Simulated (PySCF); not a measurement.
These are PySCF with PBE-D3(BJ)/def2-TZVP // PBE-D3(BJ)/def2-SVP values and carry that method's errors. All species are isolated molecules in the gas phase. 

Reference species (SMILES): `[OH]` (neutral, multiplicity 2).

```json
{
 "highest_occupied_spin_orbital": "-7.14 eV",
 "dipole_moment": "1.73 D"
}
```

Changed species: `C[O]` (free radical OCH3; the reference has free radical OH).

Q: Predict the effect on the highest occupied spin orbital and dipole moment.

A: the highest occupied spin orbital increases by 1.17 eV, to -5.97 eV; the dipole moment rises by 0.37 D, to 2.10 D.
